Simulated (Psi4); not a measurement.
# One shape, several levels: singlet C2H3Si−

Wanted: a comparison of 4 runs (BLYP/aug-cc-pVDZ, SVWN5/aug-cc-pVDZ, TPSS/aug-cc-pVDZ, revPBE/aug-cc-pVDZ) of singlet C2H3Si−. 

The calculation is run with Psi4 1.11.

1 further run of the same task is left out (set aside as unsound or not needed).

## Step 1: The structure to begin with

C2H3Si−: 6 atoms, total charge -1, spin state singlet. As SMILES of the parent species, `C#C[SiH2]`. Geometry: relaxed at PBE0-D4/def2-TZVP. That shape belongs to the parent species and isn't relaxed for this state.

Bond lengths: C1–C2 1.210 Å, C2–Si3 1.803 Å, C1–H4 1.066 Å, Si3–H5 1.484 Å, Si3–H6 1.484 Å. Angles: C1–C2–Si3 174.9°, C2–C1–H4 179.3°, C2–Si3–H5 111.4°, C2–Si3–H6 111.4°, H5–Si3–H6 112.5°.

## Step 2: The energy at BLYP/aug-cc-pVDZ (run 1)

c2h3si.xyz

```xyz
6
C2H3Si
C      1.019700    -1.302300     0.535000
C      0.376000    -0.354500     0.145700
Si    -0.444500     1.136900    -0.449500
H      1.575400    -2.144400     0.879400
H     -1.137600     0.894600    -1.738800
H     -1.346900     1.705600     0.581800
```

run.py

```python
import numpy as np
from ase.calculators.psi4 import Psi4
from ase.io import read

mol = read('c2h3si.xyz')
calc = Psi4(atoms=mol, method='blyp', basis='aug-cc-pVDZ', memory='1600MB', num_threads=1, charge=-1, multiplicity=1, label='c2h3si')
calc.psi4.set_options({'puream': True, 'e_convergence': 1e-09, 'd_convergence': 1e-08, 'scf_type': 'pk', 'dft_radial_points': 99, 'dft_spherical_points': 590})
mol.calc = calc

print(f'energy: {mol.get_potential_energy():.6f} eV')
```

The run is started by

```
$ python run.py
```

c2h3si.dat:

```text
[...]
  Running in c1 symmetry.
[...]
  Nuclear repulsion =   75.762560947667225
[...]
  Multiplicity = 1
[...]
  Nalpha       = 15
  Nbeta        = 15
[...]
    Number of basis functions: 100
[...]
   @RKS iter   1:  -366.63625034689630    1.02200e-01   1.03298e-02 DIIS/ADIIS
[...]
   @RKS iter  13:  -367.39772085711593   -5.28644e-12   3.23202e-09 DIIS
[...]
    Orbital Energies [Eh]
    ---------------------
    Doubly Occupied:
       1A    -65.275576     2A     -9.738508     3A     -9.736417
       4A     -4.842083     5A     -3.262310     6A     -3.261585
       7A     -3.258968     8A     -0.490599     9A     -0.324827
      10A     -0.271290    11A     -0.150787    12A     -0.121938
      13A     -0.078301    14A     -0.068417    15A      0.052574
[...]
  @RKS Final Energy:  -367.39772085711593
   => Energetics <=
    Nuclear Repulsion Energy =             75.7625609476672253
    One-Electron Energy =                -661.0933607816336917
    Two-Electron Energy =                 250.8585593110385048
    DFT Exchange-Correlation Energy =     -32.9254803341879594
    Empirical Dispersion Energy =           0.0000000000000000
    VV10 Nonlocal Energy =                  0.0000000000000000
    Total Energy =                       -367.3977208571159281
[...]
 Multipole Moments:
 ------------------------------------------------------------------------------------
     Multipole            Electronic (a.u.)      Nuclear  (a.u.)        Total (a.u.)
 ------------------------------------------------------------------------------------
 L = 1.  Multiply by 2.5417464519 to convert [e a0] to [Debye]
 Dipole X            :          1.3315222           -1.0369653            0.2945570
 Dipole Y            :         -1.0162002           -0.1861097           -1.2023099
 Dipole Z            :          0.4752766           -0.0285167            0.4467599
 Magnitude           :                                                    1.3160195
[...]
```

The script printed:

```text
Memory set to   1.490 GiB by Python driver.
  Threads set to 1 by Python driver.

  Memory set to   1.490 GiB by Python driver.
  Threads set to 1 by Python driver.
energy: -9997.401207 eV
```

Wall time 26 s (1 thread of Intel Xeon Platinum 8375C at 2.90GHz (Ice Lake), shared host); peak memory 0.85 GiB.

## Step 3: Energy and forces at SVWN5/aug-cc-pVDZ (run 2)

input.dat

```
memory 1600 mb

molecule geom {
  -1 1
  C      1.019700    -1.302300     0.535000
  C      0.376000    -0.354500     0.145700
  Si    -0.444500     1.136900    -0.449500
  H      1.575400    -2.144400     0.879400
  H     -1.137600     0.894600    -1.738800
  H     -1.346900     1.705600     0.581800
  symmetry c1
}

set {
  basis                aug-cc-pVDZ
  puream               true
  e_convergence        1e-09
  d_convergence        1e-08
  scf_type             pk
  dft_radial_points    99
  dft_spherical_points 590
}

energy_value = gradient("scf", dft_functional={"name": "SVWN5", "x_functionals": {"LDA_X": {}}, "c_functionals": {"LDA_C_VWN": {}}})
```

The run is started by

```
$ psi4 -i input.dat -o output.dat -n 1
```

output.dat:

```text
[...]
  Running in c1 symmetry.
[...]
  Nuclear repulsion =   75.762560947667225
[...]
  Multiplicity = 1
[...]
  Nalpha       = 15
  Nbeta        = 15
[...]
    Number of basis functions: 100
[...]
   @RKS iter   1:  -364.79798744273194    1.10803e-01   1.02068e-02 DIIS/ADIIS
[...]
   @RKS iter  13:  -365.53951959583412   -9.77707e-12   4.24849e-09 DIIS
[...]
    Orbital Energies [Eh]
    ---------------------
    Doubly Occupied:
       1A    -64.909903     2A     -9.603465     3A     -9.599172
       4A     -4.806949     5A     -3.249454     6A     -3.248759
       7A     -3.245615     8A     -0.493055     9A     -0.328490
      10A     -0.277376    11A     -0.155950    12A     -0.128447
      13A     -0.089315    14A     -0.077867    15A      0.043737
[...]
  @RKS Final Energy:  -365.53951959583412
   => Energetics <=
    Nuclear Repulsion Energy =             75.7625609476672253
    One-Electron Energy =                -661.1373339355468488
    Two-Electron Energy =                 250.8625127288519252
    DFT Exchange-Correlation Energy =     -31.0272593368064094
    Empirical Dispersion Energy =           0.0000000000000000
    VV10 Nonlocal Energy =                  0.0000000000000000
    Total Energy =                       -365.5395195958341219
[...]
 Multipole Moments:
 ------------------------------------------------------------------------------------
     Multipole            Electronic (a.u.)      Nuclear  (a.u.)        Total (a.u.)
 ------------------------------------------------------------------------------------
 L = 1.  Multiply by 2.5417464519 to convert [e a0] to [Debye]
 Dipole X            :          1.3140419           -1.0369653            0.2770766
 Dipole Y            :         -0.9492749           -0.1861097           -1.1353846
 Dipole Z            :          0.4503102           -0.0285167            0.4217934
 Magnitude           :                                                    1.2424892
[...]
  -Total Gradient:
     Atom            X                  Y                   Z
    ------   -----------------  -----------------  -----------------
       1       -0.028012503624     0.040185085437    -0.016569839167
       2        0.037362060684    -0.033489035560     0.015072545053
       3       -0.028814790867    -0.026342044648     0.006614535915
       4       -0.006467632345     0.007940365315    -0.003358530245
       5        0.012297777519     0.008435237175     0.006509700365
       6        0.013634898912     0.003270384952    -0.008268426473
[...]
```

Run time: 25 s. Hardware: 1 thread of Intel Xeon Platinum 8375C at 2.90GHz (Ice Lake), shared host; peak memory 0.73 GiB.

## Step 4: A single-point energy at TPSS/aug-cc-pVDZ (run 3)

c2h3si.xyz is that of step 2.

calc.py

```python
import psi4

psi4.set_memory(1600000000)
psi4.set_num_threads(1)
psi4.core.set_output_file('c2h3si.out', False)

with open('c2h3si.xyz') as f:
    atoms = ''.join(f.readlines()[2:])
m = psi4.geometry('-1 1\n' + atoms + 'symmetry c1\nno_reorient\nno_com')

options = {'basis': 'aug-cc-pVDZ', 'reference': 'rks', 'puream': True, 'e_convergence': 1e-09, 'd_convergence': 1e-08, 'scf_type': 'pk', 'dft_radial_points': 99, 'dft_spherical_points': 590}
psi4.set_options(options)

e_tot = psi4.energy("tpss")
print(f'total energy {e_tot:.8f} hartree = {e_tot * 27.211386:.5f} eV')
```

The run is started by

```
$ python calc.py
```

c2h3si.out:

```text
[...]
  Running in c1 symmetry.
[...]
  Nuclear repulsion =   75.762560947667225
[...]
  Multiplicity = 1
[...]
  Nalpha       = 15
  Nbeta        = 15
[...]
    Number of basis functions: 100
[...]
   @RKS iter   1:  -366.84167791793760   -5.63669e-02   9.42123e-03 DIIS/ADIIS
[...]
   @RKS iter  13:  -367.47596263106288   -1.59162e-12   2.91123e-09 DIIS
[...]
    Orbital Energies [Eh]
    ---------------------
    Doubly Occupied:
       1A    -65.475673     2A     -9.812031     3A     -9.810071
       4A     -4.896433     5A     -3.272842     6A     -3.271899
       7A     -3.269113     8A     -0.510910     9A     -0.339985
      10A     -0.281087    11A     -0.160387    12A     -0.131998
      13A     -0.084120    14A     -0.074273    15A      0.048979
[...]
  @RKS Final Energy:  -367.47596263106288
   => Energetics <=
    Nuclear Repulsion Energy =             75.7625609476672253
    One-Electron Energy =                -661.2314453330012611
    Two-Electron Energy =                 251.0169489296882830
    DFT Exchange-Correlation Energy =     -33.0240271754171317
    Empirical Dispersion Energy =           0.0000000000000000
    VV10 Nonlocal Energy =                  0.0000000000000000
    Total Energy =                       -367.4759626310628846
[...]
 Multipole Moments:
 ------------------------------------------------------------------------------------
     Multipole            Electronic (a.u.)      Nuclear  (a.u.)        Total (a.u.)
 ------------------------------------------------------------------------------------
 L = 1.  Multiply by 2.5417464519 to convert [e a0] to [Debye]
 Dipole X            :         -2.2260631            2.3472288            0.1211657
 Dipole Y            :        -13.8385913           12.1539625           -1.6846288
 Dipole Z            :          5.3211495           -4.6986150            0.6225344
 Magnitude           :                                                    1.8000568
[...]
```

The script printed:

```text
Memory set to   1.490 GiB by Python driver.
  Threads set to 1 by Python driver.
total energy -367.47596263 hartree = -9999.53026 eV
```

It took 68 s on 1 thread of Intel Xeon Platinum 8375C at 2.90GHz (Ice Lake), shared host; peak memory 0.83 GiB.

## Step 5: Energy and gradient at revPBE/aug-cc-pVDZ (run 4)

job.dat

```
memory 1600 mb

molecule {
  -1 1
  C      1.019700    -1.302300     0.535000
  C      0.376000    -0.354500     0.145700
  Si    -0.444500     1.136900    -0.449500
  H      1.575400    -2.144400     0.879400
  H     -1.137600     0.894600    -1.738800
  H     -1.346900     1.705600     0.581800
  symmetry c1
  no_reorient
  no_com
}

set {
  puream               true
  e_convergence        1e-09
  d_convergence        1e-08
  scf_type             pk
  dft_radial_points    99
  dft_spherical_points 590
}

e, wfn = gradient("revpbe/aug-cc-pVDZ", return_wfn=True)
oeprop(wfn, "DIPOLE", "WIBERG_LOWDIN_INDICES", "MULLIKEN_CHARGES", title="REVPBE")
print_variables()
```

The run is started by

```
$ psi4 job.dat job.out -n 1
```

job.out:

```text
[...]
  Running in c1 symmetry.
[...]
  Nuclear repulsion =   75.762560947667225
[...]
  Multiplicity = 1
[...]
  Nalpha       = 15
  Nbeta        = 15
[...]
    Number of basis functions: 100
[...]
   @RKS iter   1:  -366.68301495261755    1.12811e-02   9.67694e-03 DIIS/ADIIS
[...]
   @RKS iter  13:  -367.35542269687164   -3.29692e-12   2.98919e-09 DIIS
[...]
  @RKS Final Energy:  -367.35542269687164
   => Energetics <=
    Nuclear Repulsion Energy =             75.7625609476672253
    One-Electron Energy =                -661.2075496130380543
    Two-Electron Energy =                 250.9769899996223614
    DFT Exchange-Correlation Energy =     -32.8874240311231603
    Empirical Dispersion Energy =           0.0000000000000000
    VV10 Nonlocal Energy =                  0.0000000000000000
    Total Energy =                       -367.3554226968716421
[...]
  -Total Gradient:
     Atom            X                  Y                   Z
    ------   -----------------  -----------------  -----------------
       1       -0.035561450795     0.051908703265    -0.021347932385
       2        0.038908676569    -0.033589029644     0.015247160332
       3       -0.026452074266    -0.036265829447     0.010295675165
       4       -0.005404524683     0.006024103480    -0.002592966986
       5        0.013510866568     0.008834985699     0.007421625971
       6        0.014998357322     0.003087503317    -0.009023727900
[...]
 Multipole Moments:
 ------------------------------------------------------------------------------------
     Multipole            Electronic (a.u.)      Nuclear  (a.u.)        Total (a.u.)
 ------------------------------------------------------------------------------------
 L = 1.  Multiply by 2.5417464519 to convert [e a0] to [Debye]
 Dipole X            :         -2.1954008            2.3472288            0.1518281
 Dipole Y            :        -13.7965550           12.1539625           -1.6425924
 Dipole Z            :          5.3092238           -4.6986150            0.6106088
 Magnitude           :                                                    1.7589783
[...]
  Mulliken Charges: (a.u.)
   Center  Symbol    Alpha    Beta     Spin     Total
       1     C     2.11686  2.11686  0.00000  1.76628
       2     C     3.63052  3.63052  0.00000 -1.26104
       3    SI     7.66892  7.66892  0.00000 -1.33784
       4     H     0.80166  0.80166  0.00000 -0.60332
       5     H     0.39103  0.39103  0.00000  0.21795
       6     H     0.39101  0.39101  0.00000  0.21798
   Total alpha = 15.00000, Total beta = 15.00000, Total charge = -1.00000
  Wiberg Bond Indices using Orthogonal Lowdin Orbitals:
[...]
```

Run time: 41 s. Hardware: 1 thread of Intel Xeon Platinum 8375C at 2.90GHz (Ice Lake), shared host; peak memory 0.81 GiB.

## Step 6: Overview of the runs

| run | level | task | energy (Eh) | HOMO energy (eV) | LUMO energy (eV) | HOMO–LUMO gap (eV) | wall time |
| --- | --- | --- | --- | --- | --- | --- | --- |
| 1 | BLYP/aug-cc-pVDZ | energy | -367.397721 | 1.43 | 2.54 | 1.11 | 26 s |
| 2 | SVWN5/aug-cc-pVDZ | gradient | -365.539520 | 1.19 | 2.65 | 1.46 | 25 s |
| 3 | TPSS/aug-cc-pVDZ | energy | -367.475963 | 1.33 | 2.66 | 1.33 | 68 s |
| 4 | revPBE/aug-cc-pVDZ | gradient | -367.355423 | 1.36 | 2.52 | 1.16 | 41 s |

## Step 7: Summary of results

| quantity | value |
| --- | --- |
| run 4: total energy | -367.35542 Eh |
| run 4: HOMO energy | 1.36 eV |
| run 4: LUMO energy | 2.52 eV |
| run 4: HOMO–LUMO gap (to an unbound level, set by the basis) | 1.16 eV |
| run 4: largest force on an atom | 3.417 eV/Å |

In words: The HOMO–LUMO gap runs from 1.11 eV (BLYP/aug-cc-pVDZ) to 1.46 eV (SVWN5/aug-cc-pVDZ). The empty levels of an anion lie above zero and hang on the basis. Totals of different functionals can't be ranked against each other. In runs 1, 2, 3, 4 the HOMO lies above zero, so the outermost electron may be held by the basis alone. All runs together took 2.7 min, the longest 68 s.
